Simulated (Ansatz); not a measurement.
# SiH2S (triplet): wave-function methods side by side, cc-pVDZ

An exercise on one series of results from a longer session: the logs are not shown, and one member is left open.

The runs use Ansatz 0.2.0, Gaussian basis; cc-pVDZ, core rule «outside noble gas», up to 10 orbitals frozen.

Plan: UHF; CCSD(T) on ROHF; CCSD(T) on UHF; BCCD(T) on ROHF; CISD; CCSDT(Q) on ROHF; CCSDT(Q) on UHF.

5 further runs of the same task are left out: 4 for a known fault of the program, 1 set aside as unsound or not needed.

## What is computed

The geometry is a PBE0/def2-TZVP stationary point (not a proven minimum) of the parent state, kept for this charge and spin.

4 atoms, charge 0, spin multiplicity 3.

Atoms are counted from 1 here; the program's logs count them from 0.

Bond lengths: Si1–S2 1.938 Å, Si1–H3 1.485 Å, Si1–H4 1.485 Å. Angles: S2–Si1–H3 125.0°, S2–Si1–H4 125.0°, H3–Si1–H4 109.9°.

The first run:

in.yaml reads:

```yaml
crystal:
  periodic: [false, false, false]
  atoms:
    - {symbol: Si, position_ang: [0.000000, 0.000000, 0.971947]}
    - {symbol: S, position_ang: [0.000000, 0.000000, -0.966027]}
    - {symbol: H, position_ang: [0.000000, 1.216091, 1.824529]}
    - {symbol: H, position_ang: [0.000000, -1.216091, 1.824529]}
basis:
  gaussian: {orbitals: cc-pVDZ}
magnetization: {spin_polarized: true, initial_magnetization: 2}
hamiltonian: {xc: hf}
output: {orbitals: {seedname: orbitals}}
```

The run is started by

```bash
> ansatz run in.yaml --threads 1 --pin off --events-out ev --progress --plain --max-ram 3968MiB --backend cpu
```

Among the steps run: UHF; CCSD(T) on ROHF; CCSD(T) on UHF; BCCD(T) on ROHF; CISD; CCSDT(Q) on ROHF; CCSDT(Q) on UHF.

One of the session's tables, all rows but one given; the rest of the session is left out.

| method | from UCCSDT(Q) (meV) |
| --- | --- |
| ROHF | +6663.5 |
| UHF | +6480.0 |
| RMP2 | +1184.9 |
| UMP2 | ? |
| CISD | +733.1 |
| RCCSD | +211.5 |
| UCCSD | +207.4 |
| RCCSD(T) | +41.7 |
| UCCSD(T) | +42.6 |
| BCCD(T) | +40.9 |
| RCCSDT | +11.6 |
| UCCSDT | +11.2 |
| RCCSDT(Q) | +0.8 |
| UCCSDT(Q) | 0 |

Estimate the missing values for UMP2.

The run gave: from UCCSDT(Q) (meV): +1223.9. In the column «from UCCSDT(Q) (meV)» it lies between RMP2 (+1184.9) and UHF (+6480.0).

To keep in mind: Restricted and unrestricted rows rest on different reference determinants; where their highest levels disagree by more than a few hundredths of an eV, they describe different states and don't form one ladder.
